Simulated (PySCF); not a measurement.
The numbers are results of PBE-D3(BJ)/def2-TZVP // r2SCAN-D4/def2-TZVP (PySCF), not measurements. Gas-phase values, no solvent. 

Reference species (SMILES): `[SiH3]` (neutral, multiplicity 2).

- dipole moment: 0.01 D

Changed species: `[GaH2]` (radical fragment; the reference has radical fragment).

Question: Predict the effect on the dipole moment.

Answer: the dipole moment rises by 0.19 D, to 0.20 D.
